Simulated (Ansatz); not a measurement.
# HPSi, singlet: stretch scan

Starting geometry (PBE0/def2-TZVP stationary point for this spin, not checked as a minimum):

```xyz
3

Si    0.0000   -0.0098    1.0767
P     0.0000   -0.0326   -0.9681
H     0.0000    1.2752   -0.2504
```

From there P2, H3 move together along the line of the two atoms named below, all else staying in place; atoms are numbered as listed. Energies are in eV, counted from the starting geometry at the same level. Kohn–Sham curves are unrestricted where that lies lower, except RKS.

Basis cc-pVDZ; Ansatz 0.2.0. Only valence electrons are correlated (noble-gas cores frozen). R marks a restricted (for open shells ROHF) determinant.

Unrestricted Kohn–Sham rows aren't spin-pure: their determinants' ⟨S²⟩ exceeds S(S+1) by up to 2.01, so they mix in states of higher spin. Coupled cluster chose its determinant by a search with trial CCSD, here up to 4.26 eV above the lowest Hartree–Fock solution of its kind. A value is left out where its run failed or describes another state than the reference as far as symmetry and spin tell, or, spin-broken singlets apart, can't be checked.

In so small a basis the reference is far from its limit while semilocal and hybrid functionals are nearer theirs (RPA and double hybrids share part of the reference's basis error), so the functionals' errors here hold much of the reference's basis and frozen-core error, which can add to them or hide them.

Full CI isn't at hand for all of this; RCCSDTQ serves as the reference, and is uncertain by the last step of the cluster series or more.

```json
{"distance Si1-P2 (Å)": "1.839", "RCCSDTQ": "0.993", "SPW92": "0.848", "PBE": "0.938", "r2SCAN": "0.876", "PBE0": "0.836", "B3LYP": "0.880", "wB97M-V": "0.789", "B2PLYP": "0.898", "RKS PBE0": "0.836", "RPA-PBE": "1.034"}
{"distance Si1-P2 (Å)": "2.045", "RCCSDTQ": "0.000", "SPW92": "0.000", "PBE": "0.000", "r2SCAN": "0.000", "PBE0": "0.000", "B3LYP": "0.000", "wB97M-V": "0.000", "B2PLYP": "0.000", "RKS PBE0": "0.000", "RPA-PBE": "0.000"}
{"distance Si1-P2 (Å)": "2.262", "RCCSDTQ": "0.187", "SPW92": "0.279", "PBE": "0.216", "r2SCAN": "0.296", "PBE0": "0.338", "B3LYP": "0.270", "wB97M-V": "0.401", "B2PLYP": "0.307", "RKS PBE0": "0.338", "RPA-PBE": "0.157"}
{"distance Si1-P2 (Å)": "2.759", "RCCSDTQ": "1.740", "SPW92": "2.122", "PBE": "1.923", "r2SCAN": "2.014", "PBE0": "2.082", "B3LYP": "1.939", "wB97M-V": "2.366", "B2PLYP": "2.119", "RKS PBE0": "2.354", "RPA-PBE": "1.809"}
{"distance Si1-P2 (Å)": "3.840", "RCCSDTQ": "–", "SPW92": "4.451", "PBE": "3.803", "r2SCAN": "3.657", "PBE0": "3.674", "B3LYP": "3.563", "wB97M-V": "3.993", "B2PLYP": "3.609", "RKS PBE0": "5.527", "RPA-PBE": "3.368"}
{"distance Si1-P2 (Å)": "5.446", "RCCSDTQ": "–", "SPW92": "4.949", "PBE": "4.127", "r2SCAN": "3.895", "PBE0": "3.883", "B3LYP": "3.803", "wB97M-V": "4.206", "B2PLYP": "3.762", "RKS PBE0": "6.760", "RPA-PBE": "3.375"}
```
